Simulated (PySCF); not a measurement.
Estimate the missing entries of this data sheet.

Species: NO+, NO (charge +1).
SMILES: `N#[O+]`

```csv
property,level,value
point group of the GFN2-xTB geometry,GFN2-xTB,?
rotational constant B (linear) of the GFN2-xTB geometry,GFN2-xTB,61.160 GHz
HOMO energy,CAM-B3LYP/def2-SVPD,-27.02 eV
LUMO energy,CAM-B3LYP/def2-SVPD,-11.74 eV
lowest singlet excitation,TDDFT CAM-B3LYP/def2-SVPD,?
lowest triplet excitation (Tamm–Dancoff),TDA CAM-B3LYP/def2-SVPD,?
static isotropic polarisability,CAM-B3LYP/def2-SVPD,?
electronic spatial extent ⟨r²⟩ about the centre of nuclear charge,CAM-B3LYP/def2-SVPD,?
core binding energies,"ΔSCF SCAN, pcX-2 on the ionised atom, pcseg-1 elsewhere, spin-free X2C",?
```

Gas-phase values; electronic properties from PySCF, density fitting. Isolated species at its GFN2-xTB geometry, gas phase.

(1) What is the electronic spatial extent ⟨r²⟩ about the centre of nuclear charge?

(2) What is the lowest singlet excitation?

(3) The lowest triplet excitation (Tamm–Dancoff)?

(4) What is the point group of the GFN2-xTB geometry?

(5) What is the static isotropic polarisability?

(6) Give the core binding energies.

## Answers

(1) 32 bohr².

(2) 10.06 eV (123 nm, f = 0.033 summed over 2 states within 0.01 eV).

(3) 7.61 eV.

(4) C∞v.

(5) 6.9 au.

(6) N1s 426.0, O1s 558.3 eV.

For a rigid linear rotor the levels are B·J(J + 1), so J = 1 lies 2B = 122.32 GHz above J = 0. The vertical singlet–triplet gap S1 − T1 is 2.45 eV (TDDFT singlet less Tamm–Dancoff triplet). No computed singlet falls in the visible range (750 to 380 nm, 1.65 to 3.26 eV); S1 lies 6.80 eV above its blue end. The polarisability is 1.02 Å³ as a volume (1 au = 0.148185 Å³), or 0.49 au for each of the 14 electrons. The principal polarisabilities are 5.8, 5.8 and 8.9 au; their mean is the isotropic value.
